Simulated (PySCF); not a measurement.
Spin states of NaB

Unrestricted PBE0; basis Na def2-TZVPP, B def2-TZVPP; no relativity; PySCF 2.14. Outer shells of the fragments: Na 3s1; B 2s2 2p1.

Followed along the bond (rough minima from three points):

| 2Ms+1 | unpaired | ⟨S²⟩ at the start | R at minimum (Å) | Te (eV) |
| --- | --- | --- | --- | --- |
| 3 | σ ↑, π ↑ | 2.01 | 2.49 | 0.00 |
| 1 | σ ↓, π ↑ | 1.01 | 2.53 | 0.22 |
| 1 | none | 0.00 | 2.70 | 0.39 |
| 3 | π ↑↑ | 2.01 | 2.28 | 0.60 |
| 1 | π ↑↓ | 1.01 | 2.28 | 0.81 |

Solutions found at the starting distance of 2.390 Å, counted from the lowest of them; the search is not exhaustive and high or unbound solutions are not listed, so other states can lie among these:

| 2Ms+1 | unpaired | term | E (eV) | ⟨S²⟩ | ⟨Lz²⟩ | μ (D) |
| --- | --- | --- | --- | --- | --- | --- |
| 3 | σ ↑, π ↑ | ³Π | 0.00 | 2.01 | 1.01 | -5.89 |
| 1 | σ ↓, π ↑ | mixed | 0.23 | 1.01 | 1.01 | -5.65 |
| 1 | none | ¹Σ⁺ | 0.54 | 0.00 | 0.00 | -4.28 |
| 3 | π ↑↑ | ³Σ⁻ | 0.61 | 2.01 | 0.00 | -7.58 |
| 1 | π ↑↓ | mixed | 0.83 | 1.01 | 2.02 | -7.46 |
| 3 | σ ↑↑ | ³Σ⁺ | 1.49 | 2.00 | 0.00 | 4.15 |
| 1 | none | mixed | 1.69 | 0.00 | 2.00 | -6.71 |
| 3 | π ↑↑ | mixed | 3.34 | 2.01 | 2.01 | 2.49 |

A term symbol is given only where ⟨S²⟩ and ⟨Lz²⟩ are close to those of a pure state; real π, δ and φ orbitals otherwise mix terms. A positive dipole means Na(−)B(+).

Counting both spins, an empty level lies below a filled one in some of these solutions, because spin and occupation are held.
